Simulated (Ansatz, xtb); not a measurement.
**Two structures of CHAlN**

Structure I is a doublet given by its coordinates and structure II is `N#[C][AlH]`, a doublet. Both are isolated molecules in the gas phase, relaxed with B3LYP-D3(BJ)/def2-SVP.

I (Å):

```xyz
4

C     1.1911    0.0025   -1.7996
Al   -1.2231    0.3966   -0.0451
N     0.2832    0.1607   -1.0564
H    -0.9537    0.5619    1.5211
```

Close contacts (Å): C1–N3 1.18, Al2–N3 1.83, Al2–H4 1.60.

II (Å):

```yaml
atoms:
  - { symbol: C, position_ang: [-1.0844, 1.5165, 1.1611] }
  - { symbol: Al, position_ang: [-0.1531, 0.3286, 2.4042] }
  - { symbol: N, position_ang: [-1.7059, 2.2304, 0.4815] }
  - { symbol: H, position_ang: [1.2585, -0.2194, 1.9080] }
```

Quicker runs give these differences E(II) − E(I): GFN2-xTB +30.29 kJ/mol; HF/STO-3G +4.50 kJ/mol (at GFN2-xTB geometries); r2SCAN-D4/def2-SVP +6.61 kJ/mol (at GFN2-xTB geometries).

**Question.** Estimate E(II) − E(I) at the level CCSD(T)/def2-TZVPP.

**Answer.** Too close to call at this level: CCSD(T)/def2-TZVPP gives E(II) − E(I) = +3.69 kJ/mol.

Level by level:

```
                level               geometry  E(II) − E(I) (kJ/mol)  departure from the last row (kJ/mol)  job, with rough time for the two
             GFN2-xTB               GFN2-xTB                  +30.29                                +26.60             optimisation, 0.083 s
            HF/STO-3G               GFN2-xTB                   +4.50                                 +0.81              single point, 0.24 s
   r2SCAN-D4/def2-SVP               GFN2-xTB                   +6.61                                 +2.92               single point, 4.1 s
B3LYP-D3(BJ)/def2-SVP  B3LYP-D3(BJ)/def2-SVP                   +9.26                                 +5.57                optimisation, 26 s
        HF/def2-TZVPP  B3LYP-D3(BJ)/def2-SVP                  +33.96                                +30.27           part of the CCSD(T) run
       MP2/def2-TZVPP  B3LYP-D3(BJ)/def2-SVP                   −6.28                                 −9.97           part of the CCSD(T) run
   CCSD(T)/def2-TZVPP  B3LYP-D3(BJ)/def2-SVP                   +3.69                                                      single point, 48 s
```

The largest departure from CCSD(T)/def2-TZVPP is that of HF/def2-TZVPP, 30.27 kJ/mol.

With harmonic frequencies from B3LYP-D3(BJ)/def2-SVP (ideal gas, rigid rotor, one conformer each, 1000 K, 1 atm): on the last row, ΔE + ΔZPE = +4.46, ΔH = +4.31, ΔG = +4.69 kJ/mol.

Open shells are spin-unrestricted. The correlated steps freeze 7 core orbitals. Codes used: Ansatz 0.2.0, xtb 6.7.1; the last row on 1 thread of Arm Neoverse V2 on a shared host.
